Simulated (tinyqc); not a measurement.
Inside a calculation. Method: UHF in the sto-3g basis, for CH, spin multiplicity 4. This run ends on a higher stationary point, not on the lowest solution. One step of it, computed by the program tinyqc.

Problem. Iteration 2: DIIS coefficients. Solve [B -1; -1 0][c; lambda] = [0; -1] for the coefficients, which sum to one.

B (overlaps of the stored error matrices):
```
               1              2
1  1.6673283e-01  7.1523703e-03
2  7.1523703e-03  4.3389047e-02
```

Give: DIIS coefficients.

Solution.

DIIS coefficients: 0.1851  0.8149
